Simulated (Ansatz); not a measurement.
2H WSe2, treated with PBE-D4 (Ansatz, an electronic-structure program, PAW).

Settings: plane-wave cutoff 520 eV, 12×12×4 k mesh (along the axes of the cell as run), no spin polarisation, scalar-relativistic PAW data made under PBE.

Cell (relaxed at this level):

```yaml
crystal:
  lattice:
    - [3.27885, 0.00000, 0.00000]
    - [-1.63943, 2.83957, 0.00000]
    - [0.00000, 0.00000, 12.83199]
  atoms:
    - { symbol: W, position: [0.66667, 0.33333, 0.75000] }
    - { symbol: W, position: [0.33333, 0.66667, 0.25000] }
    - { symbol: Se, position: [0.66667, 0.33333, 0.38134] }
    - { symbol: Se, position: [0.33333, 0.66667, 0.88134] }
    - { symbol: Se, position: [0.33333, 0.66667, 0.61866] }
    - { symbol: Se, position: [0.66667, 0.33333, 0.11866] }
```

### Question
What does this level give for the Voigt–Reuss–Hill bulk modulus, elastic constant C12, Poisson ratio, elastic constant C66, elastic constant C11, elastic constant C13, elastic constant C33 and elastic constant C44?

### Answer

Voigt–Reuss–Hill bulk modulus: 56.3 GPa
elastic constant C12: 37.0 GPa
Poisson ratio: 0.192
elastic constant C66: 81.8 GPa
elastic constant C11: 201 GPa
elastic constant C13: 12.6 GPa
elastic constant C33: 63.6 GPa
elastic constant C44: 22.1 GPa

Note: the dispersion coefficients are held fixed in the derivatives.

Elastic constants are with the ions relaxed.

Spin–orbit coupling is not included.
